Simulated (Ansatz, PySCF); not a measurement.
Molecule: cyclopropane, C3H6 (charge 0, singlet). SMILES: C1CC1
Structure (B3LYP-D3(BJ)/def2-TZVP (Ansatz, a first-principles code) minimum search):
```xyz
9

C      0.0021     0.8680     0.0015
C      0.7506    -0.4358    -0.0075
C     -0.7527    -0.4321     0.0060
H      0.0117     1.4536     0.9108
H     -0.0045     1.4568    -0.9058
H      1.2503    -0.7291    -0.9208
H      1.2665    -0.7323     0.8958
H     -1.2539    -0.7261     0.9183
H     -1.2701    -0.7229    -0.8983
```

Quantity: vertical triplet-singlet gap (E(triplet) - E(singlet); each state is the SCF solution reached for its spin; the molecule has degenerate orbitals, so one determinant may break the symmetry; for the triplet the Hartree-Fock reference is unstable and T1 is 0.028), in kcal/mol. Cores are frozen in the correlated levels unless marked. UHF or UKS for open shells. Spin-orbit coupling is left out. Non-relativistic. 

```
level                 program  vertical triplet-singlet gap (kcal/mol)
--------------------  -------  ---------------------------------------
SVWN5/def2-TZVPD       Ansatz                                    175.1
PBE/def2-TZVPD         Ansatz                                    172.0
r2SCAN/def2-TZVPD      Ansatz                                    174.0
B3LYP/def2-TZVPD       Ansatz                                    175.5
PBE0/def2-TZVPD        Ansatz                                    176.9
BHLYP/def2-TZVPD       Ansatz                                    179.0
M06-2X/def2-TZVPD       PySCF                                    184.3
CAM-B3LYP/def2-TZVPD   Ansatz                                    180.9
wB97M-V/def2-TZVPD     Ansatz                                    185.4
wB97X-V/def2-TZVPD     Ansatz                                    187.1
B2PLYP/def2-TZVPD      Ansatz                                    179.7
RI-MP2/aug-cc-pVTZ     Ansatz                                    182.7
CCSD/aug-cc-pVDZ       Ansatz                                    175.7
CCSD(T)/aug-cc-pVDZ    Ansatz                                    175.6
```
